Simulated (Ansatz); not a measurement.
# Where CCSD(T) holds and where it slips

Each species is computed at the geometry given (Å), with frozen cores, in Ansatz 0.2.0: RHF-CCSD(T) for singlets, UHF-CCSD(T) otherwise, and full CI in the same basis. The program picks the determinant by trial CCSD, so it needn't be the lowest Hartree–Fock solution. States: HNAl⁺ A'', SiH3⁺ A'', HAlC Σ⁻ or Δ, GaH4⁺ A'. Cases whose determinant has another symmetry than full CI's state, or whose (Q) step broke down, weren't drawn. No relativity is included.

Question: Judging by size, spin and bonding and the diagnostics given, rank them by the size of CCSD(T)'s error in total energy against full CI in the same basis, smallest first (an estimate).
A. HNAl⁺, triplet, 6-31G: Al 0.000 0.033 0.637; N 0.000 -0.107 -1.095; H 0.000 0.607 -1.818. T1 0.033, (T) -80 meV in a correlation energy of -3.24 eV
B. HAlC, triplet, 6-31G: Al 0.000 0.000 1.591; C 0.000 0.000 -4.782; H 0.000 0.000 3.192. T1 0.010, (T) -17 meV in a correlation energy of -2.26 eV
C. GaH4⁺, singlet, cc-pVDZ: Ga 0.000 0.012 -0.055; H 0.000 1.533 -0.198; H 0.000 0.395 2.107; H 0.000 -1.508 -0.198; H 0.000 -1.267 2.107. T1 0.024, (T) -47 meV in a correlation energy of -3.57 eV
D. SiH$_{3}$⁺, triplet, cc-pVDZ: Si 0.000 0.103 -0.120; H 0.000 -1.874 -1.259; H 0.672 -0.504 2.306; H -0.672 -0.504 2.306. T1 0.023, (T) -49 meV in a correlation energy of -2.97 eV

Answer: B (7.8 meV), C (14.7 meV), D (22.4 meV), A (29.7 meV).

```tsv
species	basis	correlated electrons	CCSD(T) − full CI (meV)	CCSDT(Q) − full CI (meV)	unpaired electrons (full CI)	T1	⟨S²⟩ of the determinant
HAlC, triplet	6-31G	8	7.8	-0.3	2.08	0.010	2.00
GaH4⁺, singlet	cc-pVDZ	6	14.7	0.7	0.26	0.024	0.00
SiH3⁺, triplet	cc-pVDZ	6	22.4	0.4	2.13	0.023	2.04
HNAl⁺, triplet	6-31G	8	29.7	-3.1	2.06	0.033	2.07
```

Unpaired electrons are Σ n²(2−n)² over natural occupations; an open shell counts its own unpaired electrons too. Frozen cores follow each run's orbitals, which moves totals by a few meV.
